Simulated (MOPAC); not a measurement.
MOPAC input (MNDO):

```
MNDO PRECISE GNORM=0.05 LET XYZ UHF MS=0.5 GEO-OK AUX(PRECISION=9) THREADS=1
CH5Si

C    -0.00084066 1    0.06417934 1   -1.20111192 1
Si    0.00020234 1    0.04776781 1    0.68085373 1
H     0.00228281 1   -0.95744935 1   -1.59188620 1
H    -0.88652208 1    0.57124442 1   -1.58638550 1
H     0.88111184 1    0.57700419 1   -1.58731491 1
H    -1.21072394 1   -0.62626610 1    1.22079099 1
H     1.21606260 1   -0.61835849 1    1.21951500 1
```

### Question
What heat of formation does the run end on?

### Answer
17.93 kcal/mol.
